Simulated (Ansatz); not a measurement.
System: hcp Zr. Method: PBEsol in Ansatz (PAW).

A relaxed, unreconstructed slab of the (0001) face has 6 atoms, two equal faces of 8.773 Å² each and an energy of -24769.8740 eV. A bulk cell of 2 atoms with the same orientation and in-plane k mesh has -8257.2713 eV. Energies are extrapolated to zero smearing.

Settings: plane-wave cutoff 500 eV, 24×24×1 k mesh (along the axes of the cell as run), Fermi–Dirac smearing 0.1 eV, scalar-relativistic PAW data made under PBE.

Worked out: γ = (E_slab − N E_bulk per atom)/2A = [-24769.8740 − 6 × (-8257.2713/2)]/(2 × 8.773) = 0.1106 eV/Å². With 16.022 J/m² per eV/Å² this is 1.77 J/m², or 0.97 eV per surface cell and face.

Ansatz is a quantum-chemistry and plane-wave program.
